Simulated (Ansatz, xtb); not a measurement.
C3H7FO: which of two isomers lies lower

Structure X is `CC[C@@H](O)F`, a singlet and structure Y is `C[C@@H](F)CO`, a singlet. Both are isolated molecules in the gas phase, relaxed with r2SCAN-D4/def2-SVP, each in the lowest conformer that the search found.

X (Å):

```xyz
12

C    -2.2725   -1.0319   -0.8105
C    -1.1394   -2.0303   -0.6261
C    -0.0108   -1.4905    0.2188
F     0.4730   -0.3176   -0.3666
O     0.9954   -2.4275    0.2789
H    -2.7258   -0.7537    0.1555
H    -1.9030   -0.1107   -1.2850
H    -3.0688   -1.4493   -1.4443
H    -0.6978   -2.3174   -1.5957
H    -1.4953   -2.9597   -0.1509
H    -0.3605   -1.1842    1.2285
H     1.6797   -2.0979    0.8772
```

Y (Å):

```tsv
atom	x (Å)	y (Å)	z (Å)
C	-1.9621	-0.8349	0.2887
C	-1.1805	-1.3854	-0.8798
C	-0.1802	-2.4676	-0.5096
F	-0.4184	-0.3368	-1.4286
O	0.7638	-1.9930	0.4184
H	-2.5525	0.0386	-0.0233
H	-1.2704	-0.5380	1.0903
H	-2.6484	-1.5987	0.6859
H	-1.8537	-1.7487	-1.6789
H	-0.7045	-3.3214	-0.0489
H	0.3017	-2.8335	-1.4401
H	1.1393	-1.1921	0.0231
```

Quicker runs give these differences E(Y) − E(X): GFN2-xTB +0.268 eV; HF/STO-3G +0.265 eV (at GFN2-xTB geometries); r2SCAN-D4/def2-SVP//GFN2-xTB +0.364 eV.

Task: Estimate E(Y) − E(X) at the level CCSD(T)/def2-SVP + ΔMP2/def2-TZVPP.

Result: Calculated at CCSD(T)/def2-SVP + ΔMP2/def2-TZVPP: E(Y) − E(X) = +0.326 eV, so structure X lies lower.

How the difference moves with the method:

| level | geometry | E(Y) − E(X) (eV) | departure from the last row (eV) | job, with rough time for the two |
| --- | --- | --- | --- | --- |
| GFN2-xTB | GFN2-xTB | +0.268 | −0.058 | optimisation, 0.4 s |
| HF/STO-3G | GFN2-xTB | +0.265 | −0.061 | single point, 0.86 s |
| r2SCAN-D4/def2-SVP//GFN2-xTB | GFN2-xTB | +0.364 | +0.038 | single point, 5.2 s |
| r2SCAN-D4/def2-SVP | r2SCAN-D4/def2-SVP | +0.370 | +0.044 | optimisation, 61 s |
| HF/def2-SVP | r2SCAN-D4/def2-SVP | +0.372 | +0.046 | part of the CCSD(T) run |
| MP2/def2-SVP | r2SCAN-D4/def2-SVP | +0.390 | +0.064 | part of the CCSD(T) run |
| CCSD(T)/def2-SVP | r2SCAN-D4/def2-SVP | +0.365 | +0.039 | single point |
| CCSD(T)/def2-SVP + ΔMP2/def2-TZVPP | r2SCAN-D4/def2-SVP | +0.326 |  | single point, 75 s |

As drawn, both hold the same kinds of bond in the same numbers.

The levels shown agree on the order. The largest departure from CCSD(T)/def2-SVP + ΔMP2/def2-TZVPP is that of MP2/def2-SVP, 0.064 eV. The last row adds to CCSD(T) the change of the MP2 difference between the two basis sets, here −0.039 eV.

With harmonic frequencies from r2SCAN-D4/def2-SVP (ideal gas, rigid rotor, one conformer each, 298.15 K, 1 atm): on the last row, ΔE + ΔZPE = +0.328, ΔH = +0.326, ΔG = +0.334 eV.

The correlated steps freeze 5 core orbitals. Codes used: Ansatz 0.2.0, xtb 6.7.1; the last row on 2 threads of Intel(R) Xeon(R) Processor @ 2.50GHz (Skylake/Cascade Lake) on a shared host.
